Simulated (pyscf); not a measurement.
## Routes from O=P–OH (SMILES O=PO) + H₂ (SMILES [H][H])

Candidate steps break at most two bonds and form at most two. Each was searched with GFN2-xTB (tblite) first. Structures and frequencies: ωB97X-D3(BJ)/def2-SVP in PySCF. Energies: ωB97M-D3(BJ)/def2-TZVP, kcal/mol, from the separated reactants, singlet surface; ΔG‡ with ideal gas, 1 atm, RRHO with modes under 100 cm⁻¹ raised to 100, one conformer, R ln 2 for chiral ones without a mode under 150 cm⁻¹.

```tsv
products	type	ΔE‡	ΔE	ΔG‡ 298 K	ΔG‡ 900 K	ν‡ (cm⁻¹)
HO–PH–OH	addition across a multiple bond or ene-type step	48.1	-8.5	57.1	75.0	2120i
O=PH + H₂O	four-centre exchange	51.3	+31.2	60.2	77.7	1582i
```

Row 1: On the product side the descent ends in a point that may be a rotor saddle (no frequency run), 1.1 kcal/mol over the lowest minimum found and 57.7 kcal/mol under the saddle at ωB97X-D3(BJ)/def2-TZVP. Row 2: On the product side the descent ends in a complex (not fully relaxed), 7.7 kcal/mol under the separated species and 27.9 kcal/mol under the saddle at ωB97X-D3(BJ)/def2-TZVP. 

Plain bond fissions and candidates not yet searched are not listed, and one of them may be faster. Each barrier is that of the saddle found; lower ones may exist.
